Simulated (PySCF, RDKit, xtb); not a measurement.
**Solving SiHSO, step by step**

Only the formula SiHSO is given (odd number of electrons). Aim: find the structure of lowest free energy at 298.15 K, then its properties.

The funnel: GFN2-xTB relaxations, single points with a density functional, relaxations at PBE0-D4/def2-SVP, harmonic vibrations (at GFN2-xTB), and a last energy at a higher level. All values are calculated.

1 further run of the same task is left out (set aside as unsound or not needed).

### Step 1. Drawing up candidates

A program enumerates the bonding patterns with one Lewis structure each (two rings at most, one unusual centre or charged pair), with their diastereomers. O–O, O–halogen and N–halogen bonds and N–N–N chains are not drawn. That gives 9 candidates.

```
label        SMILES     spin
 c154       OS#[Si]  doublet
 c188  O1[Si]=[SH]1  doublet
 c422   O=[SH]#[Si]  doublet
 c440       O=[Si]S  doublet
 c551       O[Si]=S  doublet
 c700     O1[SiH]S1  doublet
 c739     [SiH]O[S]  doublet
 c855    O=[SiH][S]  doublet
 c941     O=S=[SiH]  doublet
```

Candidates are built by distance geometry, with a force field where one applies, in up to four conformers (letters a to d). 10 starts with atoms placed at random are added, to find patterns that the rules miss.

**Question.** With final energies at CCSD(T)/def2-SVP + MP2/def2-TZVPP - MP2/def2-SVP, which structure will this search put lowest in free energy, and by what margin?

| quantity | value |
| --- | --- |
| lowest structure found | O[Si]=S, doublet |
| next finalist | O=[Si]S, doublet, 14.2 kcal/mol higher in G |
| share at equilibrium, among the finalists | 100.0 % |
| lowest excitation (TD-PBE0/def2-SVPD) | 2.16 eV (f = 0.014) |

The search ends on `O[Si]=S`. The margin of 14.2 kcal/mol over the next finalist is beyond the usual error of the last level; it says nothing of structures that weren't ranked. HF/STO-3G, r2SCAN-D4/def2-SVP, PBE0-D4/def2-SVP, HF/def2-SVP and MP2/def2-SVP already put its bonding pattern lowest among the structures in one piece; GFN2-xTB favours the doublet O=[SiH][S] (c855a, not a finalist). The stability test raises a flag; for an open shell a flag towards a general spinor solution can be the free rotation of the spin. The search is not exhaustive (a finite list of starts, one conformer a finalist), so a lower isomer can't be ruled out.
